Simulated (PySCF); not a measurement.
**The electron affinity along group 13**

Calculated with PySCF 2.14 from differences of total energies of unrestricted determinants, without spin-orbit coupling. Values in eV. The last column holds reference values (measured affinities from photodetachment; the arrow runs from anion to atom). Unmarked ones compare directly (S terms, centres of terms, or small fine structure); those marked * lie between the lowest fine-structure levels and include a spin-orbit shift.

```json
{"element": "B (aug-cc-pVQZ with one added diffuse shell each of s, p, d, f, g type, non-relativistic)", "configurations": "[He] 2s2 2p2 → [He] 2s2 2p1", "UHF": "-0.304", "PBE0": "0.508", "MP2 (valence)": "0.228", "SCS-MP2 (valence)": "0.078", "r2SCAN": "0.640", "reference": "0.280"}
{"element": "Al (aug-cc-pV(Q+d)Z with one added diffuse shell each of s, p, d, f, g type, non-relativistic)", "configurations": "[Ne] 3s2 3p2 → [Ne] 3s2 3p1", "UHF": "0.014", "PBE0": "0.544", "MP2 (valence)": "0.381", "SCS-MP2 (valence)": "0.279", "r2SCAN": "0.623", "reference": "0.433 *"}
{"element": "Ga (aug-cc-pVQZ-PP with one added diffuse shell each of s, p, d, f, g type with ECP10MDF, ECP)", "configurations": "[Ar] 3d10 4s2 4p2 → [Ar] 3d10 4s2 4p1", "UHF": "-0.065", "PBE0": "0.434", "MP2 (valence)": "0.268", "SCS-MP2 (valence)": "0.163", "r2SCAN": "0.533", "reference": "0.301 *"}
{"element": "In (aug-cc-pVQZ-PP with one added diffuse shell each of s, p, d, f, g type with ECP28MDF, ECP)", "configurations": "[Kr] 4d10 5s2 5p2 → [Kr] 4d10 5s2 5p1", "UHF": "0.075", "PBE0": "0.504", "MP2 (valence)": "0.373", "SCS-MP2 (valence)": "0.285", "r2SCAN": "0.585", "reference": "0.384 *"}
{"element": "Tl (aug-cc-pVQZ-PP with one added diffuse shell each of s, p, d, f, g type with ECP60MDF, ECP)", "configurations": "[Xe] 4f14 5d10 6s2 6p2 → [Xe] 4f14 5d10 6s2 6p1", "UHF": "-0.008", "PBE0": "0.433", "MP2 (valence)": "0.257", "SCS-MP2 (valence)": "0.165", "r2SCAN": "n/a", "reference": "0.320 *"}
```

The highest occupied level of the anion is positive for B⁻ at PBE0, r2SCAN; Al⁻ at PBE0, r2SCAN; Ga⁻ at PBE0, r2SCAN; In⁻ at PBE0, r2SCAN; Tl⁻ at PBE0, r2SCAN, so there the basis helps to hold the electron.

For Tl a determinant mixes LS terms or the coupling is close to jj, so these rows are model values.

"Valence" correlates the outer s and p shells and, in groups 3 to 12 and the f block, the outer d or f shell, open or full, or the next shell where the ion has no valence electron left; the wider scheme adds the next inner shell.
